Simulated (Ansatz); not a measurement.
Process, species as SMILES: C(=S)=O + 4 [H][H] (H2) → C (CH4) + O (H2O) + S (H2S)
B3LYP-D3(BJ)/def2-TZVP geometries, fixed; electronic energies without zero-point terms.

Basis-set convergence of the energy of full hydrogenation at B3LYP with Ansatz (an electronic-structure program). Cartesian d functions, on some or all atoms, in 6-31+G*, 6-311+G**; all else is spherical. The program fits the integrals of some runs and decomposes those of others, by size. No added dispersion term, no relativity. Functions are those of the species that has most. Reference: the value in pcseg-4, -59.93 kcal/mol, itself unsure by roughly 0.19 kcal/mol (its mean distance from aug-pcseg-3, aug-cc-pV(Q+d)Z, cc-pV(5+d)Z). Deviations are taken from unrounded values.

```csv
basis,functions
pcseg-0,31
pcseg-1,46
6-31+G*,61
6-311+G**,75
aug-cc-pV(D+d)Z,78
"6-311++G(2d,2p)",89
pcseg-2,94
"6-311++G(3df,3pd)",125
jun-cc-pV(T+d)Z,126
aug-cc-pV(T+d)Z,147
pcseg-3,192
aug-cc-pV(Q+d)Z,264
pcseg-4,345
```

### Question
Which is the smallest set listed that can be trusted to 4 kcal/mol here, that is, within that of the reference together with its larger relatives (same family, alike in diffuse functions; a set with none to test it counts only in the reference's own line)?

### Answer
The smallest set listed that lies within 4 kcal/mol of the reference with all its larger relatives (same family, alike in diffuse functions; a set with none counts only in the reference's own line) is pcseg-1 (46 functions, 2.96 kcal/mol off). Value minus reference: pcseg-0 9.73, pcseg-1 2.96, 6-31+G* 5.29, 6-311+G** -0.62, aug-cc-pV(D+d)Z -7.71, 6-311++G(2d,2p) -2.53, pcseg-2 0.03, 6-311++G(3df,3pd) -0.17, jun-cc-pV(T+d)Z -0.56, aug-cc-pV(T+d)Z -0.70, pcseg-3 -0.02, aug-cc-pV(Q+d)Z -0.15, pcseg-4 0.00 kcal/mol.
